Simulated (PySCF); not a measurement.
acetone cation (C3H6O), SMILES CC(C)=O (connectivity only; charge and spin as stated), charge +1, multiplicity 2. Atoms are numbered in the order given.

```xyz
10

C     -1.3199     0.0045    -0.5856
C      0.0000     0.0000     0.1421
C      1.3199    -0.0045    -0.5856
O      0.0000     0.0000     1.3554
H     -1.2559     0.7639    -1.3819
H     -1.4086    -0.9960    -1.0479
H     -2.1596     0.1890     0.0953
H      2.1596    -0.1890     0.0953
H      1.4086     0.9960    -1.0479
H      1.2559    -0.7639    -1.3819
```
Charge +1, spin multiplicity 2.

Coordinates come from a r2SCAN-D4/def2-SVP optimisation. The multiplicity is an assumed one; other spin states were not compared.

Calculation: M06-2X/def2-TZVP (PySCF).

ESP charges are fitted to the potential on shells at 1.4 to 2.0 van der Waals radii. Atomic charges (e):

```
atom  meta-Löwdin  Mulliken  ESP fit  Mulliken spin
----  -----------  --------  -------  -------------
C1          -0.33     -0.38    -0.58           0.13
C2           0.47      0.32     0.62          -0.08
C3          -0.33     -0.38    -0.58           0.13
O4           0.04      0.09    -0.01           0.83
H5           0.19      0.22     0.25           0.00
H6           0.20      0.23     0.26           0.00
H7           0.19      0.22     0.27           0.00
H8           0.19      0.22     0.27           0.00
H9           0.20      0.23     0.26           0.00
H10          0.19      0.22     0.25           0.00
```

Computed Mayer and Wiberg (Löwdin basis) orders of the bonds:
| bond | Mayer | Wiberg |
|---|---|---|
| C1–C2 | 0.94 | 1.24 |
| C2–C3 | 0.94 | 1.24 |
| C2–O4 | 1.77 | 2.46 |
| C1–H5 | 0.91 | 0.85 |
| C1–H6 | 0.89 | 0.84 |
| C1–H7 | 0.94 | 0.88 |
| C3–H8 | 0.94 | 0.88 |
| C3–H9 | 0.89 | 0.84 |
| C3–H10 | 0.91 | 0.85 |
